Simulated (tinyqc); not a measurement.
Worked calculation: RKS/BP86 in the sto-3g basis, for H2F+, spin multiplicity 1. One step of it, computed by the program tinyqc.

Problem. Iteration 2: building the Kohn-Sham matrix. J_ij = sum D_kl (ij|kl); F = H + J + V_xc; E = tr D H + tr D J / 2 + E_xc + E_nn.

D after iteration 1, order 1F 1s, 1F 2s, 1F 2px, 1F 2py, 1F 2pz, 2H 1s, 3H 1s:
$$\begin{pmatrix}
2.125623 & -0.539261 & 0.000000 & 0.000000 & 0.003411 & 0.072206 & 0.072206 \\
-0.539261 & 2.336655 & 0.000000 & 0.000000 & -0.056620 & -0.446696 & -0.446696 \\
0.000000 & 0.000000 & 2.000000 & 0.000000 & 0.000000 & 0.000000 & 0.000000 \\
0.000000 & 0.000000 & 0.000000 & 0.249304 & 0.000000 & 0.441231 & -0.441231 \\
0.003411 & -0.056620 & 0.000000 & 0.000000 & 0.124100 & 0.326628 & 0.326628 \\
0.072206 & -0.446696 & 0.000000 & 0.441231 & 0.326628 & 1.678953 & 0.117126 \\
0.072206 & -0.446696 & 0.000000 & -0.441231 & 0.326628 & 0.117126 & 1.678953
\end{pmatrix}$$

core Hamiltonian H = T + V (hartree), order 1F 1s, 1F 2s, 1F 2px, 1F 2py, 1F 2pz, 2H 1s, 3H 1s:
$$\begin{pmatrix}
-40.820873 & -9.579075 & 0.000000 & 0.000000 & -0.007408 & -0.757263 & -0.757263 \\
-9.579075 & -11.298898 & 0.000000 & 0.000000 & -0.092495 & -1.942264 & -1.942264 \\
0.000000 & 0.000000 & -8.967519 & 0.000000 & 0.000000 & 0.000000 & 0.000000 \\
0.000000 & 0.000000 & 0.000000 & -9.030897 & 0.000000 & -1.213026 & 1.213026 \\
-0.007408 & -0.092495 & 0.000000 & 0.000000 & -8.990683 & -0.748713 & -0.748713 \\
-0.757263 & -1.942264 & 0.000000 & -1.213026 & -0.748713 & -4.250904 & -0.452406 \\
-0.757263 & -1.942264 & 0.000000 & 1.213026 & -0.748713 & -0.452406 & -4.250904
\end{pmatrix}$$

Two-electron integrals (ij|kl) in chemists' order, unique and non-zero (hartree):
```
(11|11) 5.403501    (21|11) 0.841920    (21|21) 0.156299    (22|11) 1.268028
(22|21) 0.292344    (22|22) 0.926167    (31|31) 0.027998    (32|31) 0.043169
(32|32) 0.204588    (33|11) 1.264502    (33|21) 0.292403    (33|22) 0.925959
(33|33) 0.997514    (41|41) 0.027998    (42|41) 0.043169    (42|42) 0.204588
(43|43) 0.053770    (44|11) 1.264502    (44|21) 0.292403    (44|22) 0.925959
(44|33) 0.889973    (44|44) 0.997514    (51|51) 0.027998    (52|51) 0.043169
(52|52) 0.204588    (53|53) 0.053770    (54|54) 0.053770    (55|11) 1.264502
(55|21) 0.292403    (55|22) 0.925959    (55|33) 0.889973    (55|44) 0.889973
(55|55) 0.997514    (61|11) 0.066743    (61|21) 0.012297    (61|22) 0.022892
(61|33) 0.022860    (61|41) 0.000405    (61|42) 0.000769    (61|44) 0.022934
(61|51) 0.000245    (61|52) 0.000465    (61|54) 0.000045    (61|55) 0.022887
(61|61) 0.000976    (62|11) 0.190790    (62|21) 0.044671    (62|22) 0.160675
(62|33) 0.158266    (62|41) 0.002560    (62|42) 0.021161    (62|44) 0.163440
(62|51) 0.001548    (62|52) 0.012793    (62|54) 0.003128    (62|55) 0.160157
(62|61) 0.003568    (62|62) 0.036129    (63|31) 0.004407    (63|32) 0.027159
(63|43) 0.004303    (63|53) 0.002601    (63|63) 0.005073    (64|11) 0.118989
(64|21) 0.028194    (64|22) 0.108705    (64|33) 0.104289    (64|41) 0.005795
(64|42) 0.040444    (64|44) 0.116203    (64|51) 0.000839    (64|52) 0.008031
(64|54) 0.004601    (64|55) 0.105498    (64|61) 0.002330    (64|62) 0.030134
(64|64) 0.030086    (65|11) 0.071937    (65|21) 0.017045    (65|22) 0.065719
(65|33) 0.063050    (65|41) 0.000839    (65|42) 0.008031    (65|44) 0.065050
(65|51) 0.004915    (65|52) 0.032015    (65|54) 0.005512    (65|55) 0.068983
(65|61) 0.001409    (65|62) 0.018218    (65|64) 0.015122    (65|65) 0.014215
(66|11) 0.394550    (66|21) 0.093839    (66|22) 0.390306    (66|33) 0.379225
(66|41) 0.005772    (66|42) 0.068576    (66|44) 0.403367    (66|51) 0.003490
(66|52) 0.041459    (66|54) 0.014595    (66|55) 0.388049    (66|61) 0.007514
(66|62) 0.120087    (66|64) 0.117481    (66|65) 0.071025    (66|66) 0.774606
(71|11) 0.066743    (71|21) 0.012297    (71|22) 0.022892    (71|33) 0.022860
(71|41) -0.000405   (71|42) -0.000769   (71|44) 0.022934    (71|51) 0.000245
(71|52) 0.000465    (71|54) -0.000045   (71|55) 0.022887    (71|61) 0.000964
(71|62) 0.003468    (71|64) 0.002112    (71|65) 0.001372    (71|66) 0.007282
(71|71) 0.000976    (72|11) 0.190790    (72|21) 0.044671    (72|22) 0.160675
(72|33) 0.158266    (72|41) -0.002560   (72|42) -0.021161   (72|44) 0.163440
(72|51) 0.001548    (72|52) 0.012793    (72|54) -0.003128   (72|55) 0.160157
(72|61) 0.003468    (72|62) 0.028179    (72|64) 0.016486    (72|65) 0.013726
(72|66) 0.074070    (72|71) 0.003568    (72|72) 0.036129    (73|31) 0.004407
(73|32) 0.027159    (73|43) -0.004303   (73|53) 0.002601    (73|63) 0.003781
(73|73) 0.005073    (74|11) -0.118989   (74|21) -0.028194   (74|22) -0.108705
(74|33) -0.104289   (74|41) 0.005795    (74|42) 0.040444    (74|44) -0.116203
(74|51) -0.000839   (74|52) -0.008031   (74|54) 0.004601    (74|55) -0.105498
(74|61) -0.002112   (74|62) -0.016486   (74|64) -0.006173   (74|65) -0.007922
(74|66) -0.042030   (74|71) -0.002330   (74|72) -0.030134   (74|74) 0.030086
(75|11) 0.071937    (75|21) 0.017045    (75|22) 0.065719    (75|33) 0.063050
(75|41) -0.000839   (75|42) -0.008031   (75|44) 0.065050    (75|51) 0.004915
(75|52) 0.032015    (75|54) -0.005512   (75|55) 0.068983    (75|61) 0.001372
(75|62) 0.013726    (75|64) 0.007922    (75|65) 0.010391    (75|66) 0.039427
(75|71) 0.001409    (75|72) 0.018218    (75|74) -0.015122   (75|75) 0.014215
(76|11) 0.040619    (76|21) 0.009611    (76|22) 0.038029    (76|33) 0.037359
(76|44) 0.038075    (76|51) 0.000526    (76|52) 0.005402    (76|55) 0.038614
(76|61) 0.000759    (76|62) 0.008619    (76|64) 0.006404    (76|65) 0.005028
(76|66) 0.032474    (76|71) 0.000759    (76|72) 0.008619    (76|74) -0.006404
(76|75) 0.005028    (76|76) 0.002747    (77|11) 0.394550    (77|21) 0.093839
(77|22) 0.390306    (77|33) 0.379225    (77|41) -0.005772   (77|42) -0.068576
(77|44) 0.403367    (77|51) 0.003490    (77|52) 0.041459    (77|54) -0.014595
(77|55) 0.388049    (77|61) 0.007282    (77|62) 0.074070    (77|64) 0.042030
(77|65) 0.039427    (77|66) 0.232230    (77|71) 0.007514    (77|72) 0.120087
(77|74) -0.117481   (77|75) 0.071025    (77|76) 0.032474    (77|77) 0.774606
```

nuclear repulsion = 7.39533671 hartree

V_xc (hartree), order 1F 1s, 1F 2s, 1F 2px, 1F 2py, 1F 2pz, 2H 1s, 3H 1s:
$$\begin{pmatrix}
-3.504614 & -0.462886 & 0.000000 & 0.000000 & 0.000233 & -0.037062 & -0.037062 \\
-0.462886 & -0.806963 & 0.000000 & 0.000000 & -0.007729 & -0.135564 & -0.135564 \\
0.000000 & 0.000000 & -0.874749 & 0.000000 & 0.000000 & 0.000000 & 0.000000 \\
0.000000 & 0.000000 & 0.000000 & -0.774580 & 0.000000 & -0.094958 & 0.094958 \\
0.000233 & -0.007729 & 0.000000 & 0.000000 & -0.747976 & -0.058542 & -0.058542 \\
-0.037062 & -0.135564 & 0.000000 & -0.094958 & -0.058542 & -0.514597 & -0.031832 \\
-0.037062 & -0.135564 & 0.000000 & 0.094958 & -0.058542 & -0.031832 & -0.514597
\end{pmatrix}$$

E_xc = sum of w rho eps_xc = -9.86841807 hartree

Give: Coulomb J; Kohn-Sham matrix F; total energy of this density.

Solution.

Coulomb J (hartree), order 1F 1s, 1F 2s, 1F 2px, 1F 2py, 1F 2pz, 2H 1s, 3H 1s:
$$\begin{pmatrix}
17.8586 & 3.3112 & 0.0000 & 0.0000 & 0.0124 & 0.2611 & 0.2611 \\
3.3112 & 8.0586 & 0.0000 & 0.0000 & 0.1509 & 1.4421 & 1.4421 \\
0.0000 & 0.0000 & 8.1359 & 0.0000 & 0.0000 & 0.0000 & 0.0000 \\
0.0000 & 0.0000 & 0.0000 & 8.0433 & 0.0000 & 1.0016 & -1.0016 \\
0.0124 & 0.1509 & 0.0000 & 0.0000 & 7.9706 & 0.6303 & 0.6303 \\
0.2611 & 1.4421 & 0.0000 & 1.0016 & 0.6303 & 4.2916 & 0.3656 \\
0.2611 & 1.4421 & 0.0000 & -1.0016 & 0.6303 & 0.3656 & 4.2916
\end{pmatrix}$$

Kohn-Sham matrix F (hartree), order 1F 1s, 1F 2s, 1F 2px, 1F 2py, 1F 2pz, 2H 1s, 3H 1s:
$$\begin{pmatrix}
-26.4668 & -6.7307 & 0.0000 & 0.0000 & 0.0052 & -0.5333 & -0.5333 \\
-6.7307 & -4.0472 & 0.0000 & 0.0000 & 0.0507 & -0.6357 & -0.6357 \\
0.0000 & 0.0000 & -1.7064 & 0.0000 & 0.0000 & 0.0000 & 0.0000 \\
0.0000 & 0.0000 & 0.0000 & -1.7622 & 0.0000 & -0.3064 & 0.3064 \\
0.0052 & 0.0507 & 0.0000 & 0.0000 & -1.7681 & -0.1770 & -0.1770 \\
-0.5333 & -0.6357 & 0.0000 & -0.3064 & -0.1770 & -0.4739 & -0.1186 \\
-0.5333 & -0.6357 & 0.0000 & 0.3064 & -0.1770 & -0.1186 & -0.4739
\end{pmatrix}$$

total energy of this density = -97.324981 hartree
